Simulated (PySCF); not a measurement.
Exact simulation of a proton spin system

Molecule: SMILES C#CC(F)F, C3H2F2.

Cartesian coordinates in Å; atom numbers follow the order of the lines, from 1:
```xyz
7

C     1.6954   -0.0851   -0.3750
C     0.5169   -0.0313   -0.1147
C    -0.9060    0.0905    0.2170
F    -1.6611   -0.0323   -0.8929
F    -1.2740   -0.8754    1.0827
H     2.7430   -0.1437   -0.6105
H    -1.1241    1.0705    0.6784
```

PySCF 2.14.0 with density-fitted response routines calculation with coordinates at the PBE0-D3(BJ)/def2-SVP level, couplings computed with B3LYP/pcJ-1 and NMR shieldings at PBE0/pcSseg-1/GIAO; one averaged value for each set of equivalent atoms, relativity neglected, isolated molecule, one computed conformer.

Scale: 1H (σ = 31.27 ppm) against TMS (reference shieldings calculated alike).

Shifts (ppm): F4/F5 -125.3, H6 2.61, H7 6.11.
Couplings (Hz): F4–F5: 300.2; F4–H6, F5–H6: -6.7; F4–H7, F5–H7: 60.5; H6–H7: -2.4.

The 4-spin Hamiltonian (Zeeman plus full scalar coupling among like nuclei) was diagonalised exactly; lines are Lorentzian, 0.7 Hz wide, and the maxima above 3 % are listed with the tallest set to 100.

Question: Give the 1H peak list of this spin system at 60 MHz.

Answer: 
Hz from δ = 0 (height): 428.3 (49), 425.9 (50), 367.8 (97), 365.4 (99), 307.3 (48), 304.9 (50), 164.5 (50), 162.1 (49), 157.8 (100), 155.4 (98), 151.1 (51), 148.7 (49)

Question: And at 700 MHz?

Answer: 
δ in ppm (height): 6.198 (50), 6.195 (50), 6.112 (99), 6.108 (99), 6.025 (50), 6.022 (50), 2.621 (50), 2.618 (51), 2.612 (100), 2.608 (100), 2.602 (51), 2.599 (50)

Question: Among coupled protons with different shifts, which pair is furthest from first order, and how does the field change that?

Answer: H6 and H7: Δν/J is about 87.5 at 60 MHz (close to first order) and 1020.8 at 700 MHz (close to first order). J in Hz doesn't depend on the field, while Δν in Hz grows in proportion to it.
